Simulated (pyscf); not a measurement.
Optimised with ωB97X-D3(BJ)/def2-SVP in PySCF. Correlated levels are frozen-core, on RHF or UHF. ΔMP2 is the change of the MP2 total energy from the triple- to the quadruple-zeta basis.

SMILES: [OH][GaH][OH]
```xyz
6

Ga    -0.0600     0.0380    -0.3901
O      1.3662     0.9578     0.1621
H      1.9751     1.2394    -0.5285
O     -1.1314    -0.4564     0.9378
H     -0.3892    -0.3251    -1.8585
H     -0.8282    -0.1735     1.8082
```

### Question
List the bond dissociation enthalpies at 298 K of `[OH][GaH][OH]` from CCSD(T)/def2-TZVPP + ΔMP2(QZVPP), from the weakest bond up.

### Answer
Ga–H to [HO–Ga–OH]• + H•: 83.1 kcal/mol; Ga–O to [HO–GaH]• + OH•: 109.2 kcal/mol; H–O to •O–GaH–OH + H•: 119.7 kcal/mol. Ring and multiple bonds, and those that leave no two simple radicals, are not listed. The radicals are drawn with the spin at the cut bond; how far it spreads was not checked. •O–GaH–OH lies 38.4 kcal/mol over its isomer [HO–Ga–OH]• (electronic energy, ωB97M-D3(BJ)). Other isomers of [HO–GaH]•, [HO–Ga–OH]• were not searched in full and may lie lower. The CCSD(T) − MP2 part came from Ansatz, without density fitting, on the same reference. The frozen core leaves the outer d or s,p core shells of the metals and heavy elements correlated in the MP2 and CC values, and def2-TZVPP describes them poorly, which can shift differences by a few kcal/mol. Left out: the spin-orbit lowering of OH. Elements up to Kr have no core potential and no relativistic terms here.
